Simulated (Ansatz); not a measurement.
Predict the output of the script below (Ansatz 0.2.0, Python API).

The script, `ch4ssi.py`:
```python
'''A composite energy for CH4SSi: DFT geometry, MP2 basis limit, coupled-cluster correction.'''

import itertools

import ansatz as az
from ase.data import atomic_numbers, covalent_radii
import numpy as np

BASIS = 'def2-SVP'
XC = 'b3lyp'

GEOMETRY = '''
C    -0.81380    0.64340   -0.30670
S    -0.13130   -0.35430    0.96050
Si    1.62870   -1.11280    0.03230
H    -1.71570    1.13600    0.05780
H    -0.18260    1.49470   -0.61020
H    -1.09850    0.11390   -1.20980
H     2.37440   -1.98880    1.03040
'''


def main() -> None:
    system = az.Crystal.molecule()
    for line in GEOMETRY.strip().splitlines():
        symbol, *xyz = line.split()
        system = system.atom(symbol, [float(v) for v in xyz])

    calc = system.calculation().basis(gaussian=BASIS).functional(XC)
    symbols = [site.symbol for site in system.cartesian_sites]
    start = np.array([site.position_ang for site in system.cartesian_sites], dtype=float)
    data = calc.relax(force_tolerance=0.01, max_steps=100).run(threads=1, backend='cpu').report
    end = np.array(data['positions_ang'])
    # pairs closer than 1.2 times the sum of covalent radii, before or after
    radius = [covalent_radii[atomic_numbers[s]] for s in symbols]
    span = lambda where, i, j: np.linalg.norm(where[i] - where[j])
    bonded = [(i, j) for i, j in itertools.combinations(range(len(symbols)), 2) if min(span(start, i, j), span(end, i, j)) < 1.2 * (radius[i] + radius[j])]
    print('pair        before    after (A)')
    for i, j in bonded:
        print(f'{symbols[i]}{i}-{symbols[j]}{j}'.ljust(10), f'{span(start, i, j):8.4f} {span(end, i, j):8.4f}')

    minimum = az.Crystal.molecule()
    for symbol, place in zip(symbols, end):
        minimum = minimum.atom(symbol, place.tolist())
    at_minimum = minimum.calculation()
    # MP2 extrapolated to the basis limit, plus the small-basis difference CCSD(T) - MP2
    level = lambda method, basis: at_minimum.basis(gaussian=basis).correlation(method).run(threads=1, backend='cpu').report
    small, large, cluster = level('mp2', 'cc-pVDZ'), level('mp2', 'cc-pVTZ'), level('ccsd_t', 'cc-pVDZ')
    corr = lambda each: (each['free_energy_ev'] - each['reference_energy_ev']) / 27.211386246
    mp2_limit = (27 * corr(large) - 8 * corr(small)) / 19
    pieces = {'HF / cc-pVTZ': large['reference_energy_ev'] / 27.211386246, 'MP2 correlation, DZ-TZ limit': mp2_limit, 'CCSD(T) - MP2 / cc-pVDZ': corr(cluster) - corr(small)}
    for name, value in pieces.items():
        print(f'{name:32s} {value:14.6f} Ha')
    print(f'{"sum":32s} {sum(pieces.values()):14.6f} Ha')
    print('T1 diagnostic', round(cluster['correlation']['coupled_cluster']['t1_diagnostic'], 4))


if __name__ == '__main__':
    main()
```

Running `python ch4ssi.py` prints:
```text
pair        before    after (A)
C0-S1        1.7513   1.8388
C0-H3        1.0904   1.0992
C0-H4        1.1024   1.0996
C0-H5        1.0849   1.0992
S1-Si2       2.1294   2.1268
Si2-H6       1.5230   1.5311
HF / cc-pVTZ                        -726.683072 Ha
MP2 correlation, DZ-TZ limit          -0.498718 Ha
CCSD(T) - MP2 / cc-pVDZ               -0.061222 Ha
sum                                 -727.243013 Ha
T1 diagnostic 0.017
```

Total energies depend on the basis set; only differences at equal settings carry meaning. The sum leaves out core correlation, relativity, the Hartree-Fock basis error and zero-point energy; a DZ-TZ extrapolation is rough. b3lyp holds the VWN-RPA fit, as in Gaussian; the form of ORCA and Turbomole is b3lyp5. Inner cores stay frozen, so this is valence correlation. For Al to Cl the sets with a tight d function, cc-pV(X+d)Z, are usual. An extrapolation from small basis sets is rough. Wall time of the script: 78 s on 1 thread of Arm Neoverse V1, with other jobs on the host, peak memory 0.32 GiB.
